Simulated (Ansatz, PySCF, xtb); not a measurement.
Dissociation curve of CH, doublet.

Computed with: UKS-B3LYP/LANL2DZ = PySCF 2.14.0 with unrestricted B3LYP/LANL2DZ; GFN1-xTB (xtb); UKS-B3LYP/3-21G = PySCF with unrestricted B3LYP/3-21G; FCI = full CI/def2-TZVP, frozen core run with Ansatz (a first-principles code).

Energies relative to the lowest point of each curve near equilibrium, in kJ/mol; the last columns give the difference from FCI:

```tsv
R / Å	UKS-B3LYP/LANL2DZ	GFN1-xTB	UKS-B3LYP/3-21G	FCI	UKS-B3LYP/LANL2DZ − FCI	GFN1-xTB − FCI	UKS-B3LYP/3-21G − FCI
0.89	140.7	103.2	133.4	120.4	20.4	-17.2	13.0
0.94	81.6	52.2	76.4	66.4	15.2	-14.2	10.0
1.02	26.1	10.3	23.5	17.8	8.3	-7.5	5.7
1.05	14.4	3.5	12.6	8.5	6.0	-5.0	4.2
1.09	4.7	0.0	3.7	1.6	3.1	-1.6	2.1
1.13	0.4	1.6	0.0	0.0	0.4	1.6	0.0
1.16	0.0	5.5	0.0	1.5	-1.5	3.9	-1.5
1.20	2.6	13.6	2.9	6.5	-3.9	7.0	-3.7
1.25	9.8	27.5	10.1	16.5	-6.6	11.0	-6.4
1.30	20.4	44.9	20.3	29.4	-9.0	15.4	-9.1
1.40	48.1	86.8	46.6	60.8	-12.7	26.0	-14.2
1.52	87.3	142.7	83.8	102.5	-15.2	40.2	-18.7
1.70	149.5	225.3	144.2	163.7	-14.2	61.6	-19.5
1.89	210.3	305.4	205.1	218.9	-8.6	86.5	-13.8
2.00	238.5	347.3	234.1	245.0	-6.5	102.3	-10.9
2.26	282.6	430.9	280.1	289.4	-6.8	141.4	-9.4
2.48	302.6	484.9	301.4	311.0	-8.4	173.9	-9.6
2.75	315.5	533.1	315.7	324.4	-8.9	208.6	-8.8
3.04	322.3	567.4	323.3	330.6	-8.3	236.8	-7.3
3.39	326.1	—	327.6	333.5	-7.3	—	-5.8
3.96	328.5	—	330.1	334.7	-6.3	—	-4.6
4.55	329.2	—	330.6	335.0	-5.8	—	-4.4
```

UKS-B3LYP/LANL2DZ is furthest from FCI at 0.89 (20.4 kJ/mol, above); its mean absolute difference over the points is 8.3 kJ/mol.

GFN1-xTB is furthest from FCI at 3.04 (236.8 kJ/mol, above); its mean absolute difference over the points is 61.1 kJ/mol.

UKS-B3LYP/3-21G is furthest from FCI at 1.70 (-19.5 kJ/mol, below); its mean absolute difference over the points is 8.3 kJ/mol.

A dash means that the run gave no value there, or that the column was ended at a point which the program doubted or which failed a test of continuity chosen for this set; such a test can also cut sound points.

The unrestricted determinant behind UKS-B3LYP/LANL2DZ is spin-contaminated at 0.89 to 1.02, 1.89 to 4.55 Å (<S²> up to 1.8, against 0.75 for a pure doublet). The unrestricted determinant behind UKS-B3LYP/3-21G is spin-contaminated at 0.89 to 0.94, 1.89 to 4.55 Å (<S²> up to 1.8, against 0.75 for a pure doublet).
